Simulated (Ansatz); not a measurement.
This geometry of CH3LiSi (6 atoms, charge 0, multiplicity 1) is a first-order saddle point.

Computed with RKS PBE/def2-SVP (Ansatz 0.2.0).

```xyz
6
Properties=species:S:1:pos:R:3
Li -1.480 1.131 0.718
Si -0.397 -0.544 -0.743
C 0.383 0.762 0.252
H 0.529 -1.614 -1.349
H 1.483 0.954 0.282
H -0.517 -0.689 0.840
```

Task: Which two structures does it join? (They come from a converged band through this point; their orientation in space is the band's.)

Result: Bonds broken: C3–H6. Bonds formed: Si2–H6.

First end point:

```xyz
6
Properties=species:S:1:pos:R:3
Li -1.754 0.640 0.314
Si -0.403 -1.104 -0.490
C 0.309 0.332 0.330
H 0.631 -1.385 -1.584
H 1.295 0.788 0.124
H -0.078 0.729 1.306
```

Last end point:

```xyz
6
Properties=species:S:1:pos:R:3
Li -1.121 1.240 1.134
Si -0.008 -0.641 -0.313
C 0.521 0.918 0.210
H 0.498 -1.816 -1.128
H 1.528 1.272 -0.083
H -1.419 -0.973 0.180
```

Task: How far does it lie above each of them?

Result: 190.6 kJ/mol above the first and 129.2 kJ/mol above the second. This is the barrier of this one path; another mechanism may lie lower. The orbitals stay closed-shell, which can raise the energy where a bond breaks towards radicals; this wasn't checked here.

Time of the run: 94 s on 1 thread of Intel(R) Xeon(R) Platinum 8488C (Sapphire Rapids) (shared host), peak memory 0.11 GiB.
